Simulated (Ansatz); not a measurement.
This geometry of BH3N (5 atoms, charge 0, multiplicity 2) is a first-order saddle point.

Level of theory: UKS PBE0-D4/def2-TZVP (Ansatz 0.2.0).

```xyz
5
Properties=species:S:1:pos:R:3
B -0.249 -0.599 0.150
N 0.416 0.475 -0.268
H -0.425 -1.359 1.052
H -0.583 0.079 -0.974
H 0.890 1.330 -0.001
```

**Question.** Which two structures does it join? (They come from a converged band through this point; their orientation in space is the band's.)

**Answer.** Bonds broken: B1–H4. Bonds formed: N2–H4.

Initial state:

```xyz
5
Properties=species:S:1:pos:R:3
B -0.310 -0.371 -0.092
N 0.522 0.663 -0.021
H -0.363 -1.138 0.843
H -1.002 -0.554 -1.059
H 1.202 1.327 0.288
```

Final state:

```xyz
5
Properties=species:S:1:pos:R:3
B -0.412 -0.788 0.287
N 0.048 0.317 -0.386
H -0.054 -1.131 1.375
H -0.276 0.577 -1.303
H 0.743 0.951 -0.015
```

**Question.** How far does it lie above each of them?

**Answer.** 149.2 kJ/mol above the first and 190.4 kJ/mol above the second. This is the barrier of this one path; another mechanism may lie lower.

Run time: 110 s on 2 threads of AMD EPYC 7R13 Processor (Zen 3), with other jobs on the host, peak memory 0.16 GiB.
